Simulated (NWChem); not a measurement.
Total energies of ethylene (C2H4)

```xyz
6

C      0.0000     0.0000     0.6703
C      0.0000     0.0000    -0.6703
H      0.9374     0.0000     1.2507
H     -0.9374     0.0000     1.2507
H     -0.9374     0.0000    -1.2507
H      0.9374     0.0000    -1.2507
```
Charge 0, spin multiplicity 1.

Program: NWChem. Structure: optimised with PBE/def2-SVP, a minimum by its harmonic frequencies.

Basis set: STO-3G (14 functions).

```csv
method,total energy (Ha)
RHF,-77.07068
MP2,-77.19535
B2PLYP,-77.47524
PBE,-77.50907
B3LYP,-77.62226
r2SCAN,-77.57346
CCSD(T),-77.23545
```

Total energies of different functionals aren't comparable as a measure of quality: only differences taken within one method are. 

The correlated methods keep 2 core orbitals frozen. B3LYP has NWChem's definition, with VWN1-RPA local correlation. Coupled-cluster values serve here as a point of comparison, not as the truth.
